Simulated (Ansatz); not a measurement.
# Worked example: H3Ge–AsH2⁺, doublet against H3Ge–AsH2, triplet

Geometry (PBE0/def2-TZVP stationary point of a triplet), kept for both states (H3Ge–AsH2, triplet: A''; H3Ge–AsH2⁺, doublet: A''):

```xyz
7

Ge    0.0000    0.0025    1.2082
As    0.0000   -0.0021   -1.2058
H     0.0000    1.4467    1.7272
H    -1.2505   -0.7364    1.7116
H     1.2505   -0.7364    1.7116
H     0.0000    1.6712   -1.3440
H     0.0000   -1.6715   -1.2506
```

Basis cc-pVDZ; Ansatz 0.2.0. Correlated methods freeze the noble-gas cores and the filled d shells of p-block atoms. R marks a restricted (for open shells ROHF) determinant, U an unrestricted one. No spin–orbit coupling is included, and no scalar relativity.

Full CI isn't at hand for all of this; UCCSDT(Q) serves as the reference, and is uncertain by about the last step of the cluster series.

Unrestricted rows (U, and Kohn–Sham where it breaks symmetry) aren't spin-pure: their determinants' ⟨S²⟩ exceeds S(S+1) by up to 0.16, so they mix in states of higher spin.

| level | E(H3Ge–AsH2, triplet) (hartree) | E(H3Ge–AsH2⁺, doublet) (hartree) |
| --- | --- | --- |
| UHF | -4312.307018 | -4312.026293 |
| UMP2 | -4312.505758 | -4312.220330 |
| UCCSD(T) | -4312.559895 | -4312.278938 |
| PBE | -4315.035260 | -4314.748166 |
| PBE0 | -4315.162950 | -4314.870636 |
| UCCSDT(Q) | -4312.561534 | -4312.280856 |

Q: Give the vertical gap, H3Ge–AsH2⁺ doublet less H3Ge–AsH2 triplet, at each level in eV (1 hartree = 27.2114 eV), and each error against UCCSDT(Q).

A: UCCSDT(Q): (-4312.280856 − (-4312.561534)) × 27.2114 = 7.638 eV (the reference)
PBE0: (-4314.870636 − (-4315.162950)) × 27.2114 = 7.954 eV, error 0.316 eV
PBE: (-4314.748166 − (-4315.035260)) × 27.2114 = 7.812 eV, error 0.174 eV
UCCSD(T): (-4312.278938 − (-4312.559895)) × 27.2114 = 7.645 eV, error 0.007 eV
UMP2: (-4312.220330 − (-4312.505758)) × 27.2114 = 7.767 eV, error 0.129 eV
UHF: (-4312.026293 − (-4312.307018)) × 27.2114 = 7.639 eV, error 0.001 eV

Total energies of functionals can't be set beside those of wave-function methods, since they hold the core's correlation and their own absolute errors; only the differences compare.

In so small a basis the reference is far from its limit while semilocal and hybrid functionals are nearer theirs, so the functionals' errors here hold much of the reference's basis and frozen-core error, which can add to them or hide them.

Each level lands on the state that its own search finds. T1 diagnostics of restricted CCSD: 0.023 and 0.021.
